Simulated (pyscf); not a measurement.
## Four-centre exchange: HN=Si: [singlet] + HF -> HN=Si: [singlet] + HF

Gas phase, singlet surface, charge 0. Bonds broken: N1–H5, H3–F4. Bonds formed: N1–H3, F4–H5. Structures and frequencies: ωB97X-D3(BJ)/def2-SVP in PySCF. Correlated levels are frozen-core, on RHF or UHF. ΔMP2 is the change of the MP2 total energy from the triple- to the quadruple-zeta basis.

Transition state (Å):

```xyz
5

N     -0.6083    -0.1335     0.2482
Si     0.4633     0.2853     1.3309
H     -1.0373    -0.9290    -0.5442
F     -2.0789    -0.7060    -1.2912
H     -1.5773     0.1176    -0.4165
```

One imaginary mode, 2160i cm⁻¹; descent along it reached the two sides named, in the forms told below.

```csv
bond,change,reactant side (Å),saddle,product side
N1–H5,breaks,1.008,1.202,1.916
H3–F4,breaks,0.939,1.301,3.3
N1–H3,forms,1.916,1.202,1.008
F4–H5,forms,3.3,1.302,0.939
```

Electronic energies relative to the separated reactants (kJ/mol):

```tsv
level	barrier	reaction energy	reverse barrier
ωB97X-D3(BJ)/def2-TZVP	175.8	0.0	175.8
PBE/def2-TZVP	137.0	0.0	137.0
r²SCAN/def2-TZVP	154.9	0.0	154.9
B3LYP-D3(BJ)/def2-TZVP	164.0	0.0	164.0
PBE0-D3(BJ)/def2-TZVP	159.7	0.0	159.7
M06-2X/def2-TZVP	173.4	0.0	173.4
ωB97M-D3(BJ)/def2-TZVP	172.2	0.0	172.2
HF/def2-TZVP	248.2	0.0	248.2
MP2/def2-QZVPP	188.4	0.0	188.4
CCSD/def2-TZVPP	205.2	0.0	205.2
CCSD(T)/def2-TZVPP	194.5	0.0	194.5
CCSD(T)/def2-TZVPP + ΔMP2(QZVPP)	193.7	0.0	193.7
```

With CCSD(T)/def2-TZVPP + ΔMP2(QZVPP) energies and thermal terms (ideal gas, 1 atm, RRHO with modes under 100 cm⁻¹ raised to 100, one conformer, R ln 2 for chiral ones without a mode under 150 cm⁻¹), in kJ/mol:

| T (K) | ΔH‡ | ΔG‡ | ΔH | ΔG |
|---|---|---|---|---|
| 298 | 178.9 | 213.8 | 0.0 | 0.0 |
| 600 | 176.6 | 250.2 | 0.0 | 0.0 |
| 900 | 176.6 | 287.1 | 0.0 | 0.0 |
| 1200 | 177.7 | 323.8 | 0.0 | 0.0 |

On the reactant side the descent ends in a complex, 29.2 kJ/mol under the separated species and 205.0 kJ/mol under the saddle at ωB97X-D3(BJ)/def2-TZVP. On the product side the descent ends in a complex, 29.2 kJ/mol under the separated species and 205.0 kJ/mol under the saddle at ωB97X-D3(BJ)/def2-TZVP. The same reactants have a lower exit, to H₂N–Si:–F [singlet] (barrier -6.4 kJ/mol at ωB97M-D3(BJ), against +172.2 kJ/mol here). This is the saddle that the search found; another between the same sides may lie lower. The CCSD(T) − MP2 part came from Ansatz, without density fitting, on the same reference.
